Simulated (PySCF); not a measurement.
Molecule: `CCCCOC`, C5H12O.

Bonds (- single, = double, # triple, : aromatic): C1-C2, C2-C3, C3-C4, C4-O5, O5-C6. C1 carries H7, H8, H9; C2 carries H10, H11; C3 carries H12, H13; C4 carries H14, H15; C6 carries H16, H17, H18.

Frames of a GFN2-xTB Langevin trajectory at 600 K; GIAO PBE0/pcSseg-1 shieldings in PySCF, gas phase, non-relativistic; equivalent atoms averaged within each frame.

δ = σ(ref) − σ, references computed at the same level: 13C (186.93 ppm) and 1H (31.72 ppm) against TMS; H2O for 17O (336.08 ppm). The references are static minima.

Problem. How do the shifts (ppm) fluctuate along the trajectory?

Solution. 
```csv
time (fs),C4,C6,C3,C2,C1,O5,H16/H17/H18,H14/H15,H12/H13,H10/H11
optimised geometry,76.2,57.7,32.9,23.7,17.0,14.0,3.39,3.71,1.34,1.41
250,84.0,64.7,51.6,26.3,16.0,28.2,4.23,3.44,2.74,1.05
425,68.9,54.9,45.3,44.2,23.1,0.3,3.30,2.94,2.52,2.86
625,80.4,55.0,40.5,31.8,22.8,3.5,2.15,4.18,1.42,2.27
800,83.7,55.1,43.1,23.2,25.7,40.7,4.15,3.94,2.38,2.18
1000,91.0,72.5,41.6,29.6,15.8,62.0,4.73,4.50,1.91,2.13
mean of frames,81.6,60.4,44.4,31.0,20.7,26.9,3.71,3.80,2.19,2.10
standard deviation,8.1,7.9,4.4,8.1,4.5,25.9,1.01,0.62,0.53,0.66
```

5 frames give an uncertainty of the mean of about the standard deviation over 2.2 at best, since frames this close in time may not be independent; classical motion lacks zero-point vibration, and the reference would need the same averaging.
